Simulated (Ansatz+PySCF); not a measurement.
# doublet C₂H₆N: levels of theory in one basis

```yaml
atoms:
  - { symbol: C, position_ang: [1.2576, -0.2514, 0.0858] }
  - { symbol: N, position_ang: [0.0946, 0.4730, -0.1417] }
  - { symbol: C, position_ang: [-1.1904, -0.1849, 0.0282] }
  - { symbol: H, position_ang: [-1.9915, 0.4835, -0.2939] }
  - { symbol: H, position_ang: [1.2549, -1.2808, -0.2533] }
  - { symbol: H, position_ang: [2.1867, 0.3028, 0.0408] }
  - { symbol: H, position_ang: [0.1164, 1.4156, 0.2227] }
  - { symbol: H, position_ang: [-1.2235, -1.0765, -0.6040] }
  - { symbol: H, position_ang: [-1.3931, -0.5125, 1.1120] }
```

Basis set: cc-pVTZ (spherical functions). Correlated methods keep 3 orbitals frozen. Correlation on ROHF uses semicanonical orbitals with singles. Charge 0, multiplicity 2.

Computed with Ansatz (development build ahead of 0.2.0); each method stands on the lowest determinant of its kind that the runs found.

| method | E − E(ROHF) (eV) | <S²> of the determinant |
| --- | --- | --- |
| ROHF | 0.00 | 0.75 |
| UHF | -0.13 | 0.76 |
| ROHF-MP2 | -14.93 | – |
| UHF-MP2 | -14.91 | 0.76 |
